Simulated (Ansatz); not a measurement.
# AlH2F+ (doublet): wave-function methods side by side, cc-pVDZ

Aim: climb from Hartree-Fock through coupled cluster for AlH2F+ (doublet) at one geometry and basis, and see what each rung misses.

Method: cc-pVDZ, core rule «outside noble gas», up to 6 orbitals frozen; program: Ansatz 0.2.0, Gaussian basis.

The runs, in order: UHF; CCSD(T) on ROHF; CCSD(T) on UHF; BCCD(T) on ROHF; CISD; CCSDT(Q) on ROHF; CCSDT(Q) on UHF; CCSDTQ on ROHF.

9 further runs of the same task are left out: 6 for a known fault of the program, 3 set aside as unsound or not needed.

## (1) What is computed

The geometry is a PBE0/def2-TZVP stationary point (not a proven minimum) of the parent state, kept for this charge and spin.

4 atoms, charge 1, spin multiplicity 2.

Atoms are counted from 1 here; the program's logs count them from 0.

Bond lengths: Al1–F2 1.650 Å, Al1–H3 1.576 Å, Al1–H4 1.576 Å. Angles: F2–Al1–H3 117.0°, F2–Al1–H4 117.0°, H3–Al1–H4 126.0°.

## (2) UHF

Contents of in.yaml:

```yaml
crystal:
  periodic: [false, false, false]
  atoms:
    - {symbol: Al, position_ang: [0.000000, 0.000000, 0.623040]}
    - {symbol: F, position_ang: [0.000000, 0.000000, -1.026821]}
    - {symbol: H, position_ang: [0.000000, 1.404203, 1.338066]}
    - {symbol: H, position_ang: [0.000000, -1.404203, 1.338066]}
basis:
  gaussian: {orbitals: cc-pVDZ}
total_charge: 1
magnetization: {spin_polarized: true, initial_magnetization: 1}
hamiltonian: {xc: hf}
output: {orbitals: {seedname: orbitals}}
```

Started as:

```console
ansatz run in.yaml --threads 1 --pin off --events-out ev --progress --plain --max-ram 2816MiB --backend cpu
```

The runs that follow: CCSD(T) on ROHF; CCSD(T) on UHF; BCCD(T) on ROHF; CISD; CCSDT(Q) on ROHF; CCSDT(Q) on UHF; CCSDTQ on ROHF.

Before running them: what should the planned runs give, taken together? Wanted: UCCSDT(Q) below the RHF energy; RMP2 from UCCSDT(Q); UMP2 from UCCSDT(Q); RCCSD from UCCSDT(Q); RCCSD(T) from UCCSDT(Q); UCCSD(T) from UCCSDT(Q); RCCSDT(Q) from UCCSDT(Q); T1 diagnostic.

The runs gave:

| quantity | value |
| --- | --- |
| UCCSDT(Q) below the RHF energy | -7.5372 eV |
| RMP2 from UCCSDT(Q) | +58.8 kJ/mol |
| UMP2 from UCCSDT(Q) | +61.1 kJ/mol |
| RCCSD from UCCSDT(Q) | +17.9 kJ/mol |
| RCCSD(T) from UCCSDT(Q) | +3.5 kJ/mol |
| UCCSD(T) from UCCSDT(Q) | +3.6 kJ/mol |
| RCCSDT(Q) from UCCSDT(Q) | +0.8 kJ/mol |
| levels within 1 kcal/mol (43 meV) | RCCSD(T), UCCSD(T), BCCD(T), RCCSDT, UCCSDT, RCCSDT(Q), RCCSDTQ |
| T1 diagnostic | 0.037 |

**Reading.** RCCSD(T) lands +3.5 kJ/mol from the yardstick (0.5 % of the correlation energy). Coupled cluster took another determinant than the lowest Hartree-Fock one. These misses are within one basis, not against nature; the frozen cores of restricted and unrestricted runs differ, which can shift their rows.
